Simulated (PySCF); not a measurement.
# BH5OSi: the cost of one run

Computed with PySCF 2.14.0, with density-fitted response routines of our own, on a single molecule in the gas phase. Atoms are numbered from 0 throughout.

## 1. The starting structure

8 atoms, charge 0, multiplicity 1; geometry from: GFN2-xTB.

Bonds of the start (Å): B0–Si1 1.96, Si1–O2 1.64, B0–H3 1.17, B0–H4 1.17, Si1–H5 1.47, Si1–H6 1.48, O2–H7 0.95.

## 2. TDDFT and polarisability: B3LYP/def2-SVPD

What the job is given:

```
{"job": {"kind": "uv", "xc": "B3LYP", "basis": "def2-SVPD", "nstates": 8, "ntriplets": 3}, "charge": 0, "multiplicity": 1}
B      1.344355    -0.348691     0.056147
Si    -0.397127     0.542895     0.059759
O     -1.613224    -0.354798    -0.580710
H      1.467024    -1.505906    -0.081497
H      2.331234     0.261471     0.204534
H     -0.538482     1.725366    -0.795357
H     -0.812875     0.943527     1.423639
H     -1.771847    -1.254452    -0.311081
```

Level: TDDFT B3LYP/def2-SVPD, vertical, gas phase, core orbitals frozen in the response.

Started as:

```sh
$ OMP_NUM_THREADS=1 python probes_run.py task.json out
```

This one command runs all jobs of the session in turn.

**Question.** How long does this first job take on 1 thread of Arm Neoverse N1, shared host, and how much memory does it need?

About 12 s, with a peak of 0.43 GiB.
